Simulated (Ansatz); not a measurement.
# Cl2Si: the cost of one run

Program: Ansatz 0.2.0, Gaussian basis. Level of theory: single points in def2-TZVPP. These are calculated values, not measurements.

Cores are frozen in the correlated methods.

**1. The system as given**

SMILES `Cl[Si]Cl`, 3 atoms, charge 0, spin multiplicity 1.

Atoms are counted from 1 here; the program's logs count them from 0.

Bond lengths: Cl1–Si2 2.265 Å, Si2–Cl3 2.251 Å. Angles: Cl1–Si2–Cl3 106.8°.

As a file:

```
Cl    0.38770    1.80245    0.39886
Si   -0.75592    0.06260   -0.49355
Cl    0.37142   -1.80684    0.05708
```

**2. PBE-D4/def2-TZVPP**

run/in.yaml

```yaml
crystal:
  periodic: [false, false, false]
  atoms:
    - {symbol: Cl, position_ang: [0.387701, 1.802451, 0.398855]}
    - {symbol: Si, position_ang: [-0.755923, 0.062596, -0.493546]}
    - {symbol: Cl, position_ang: [0.371418, -1.806839, 0.057077]}
basis:
  gaussian: {orbitals: def2-TZVPP}
hamiltonian: {xc: pbe, dispersion: d4}
output: {forces: true}
```

Launch:

```console
> ansatz run in.yaml --threads 2 --pin off --events-out ev --progress --plain --max-ram 3481MiB
```

**Question.** How long does this run take on 2 threads of Arm Neoverse V1, shared host, and how much memory does it need?

About 1.1 s, with a peak of 0.14 GiB.
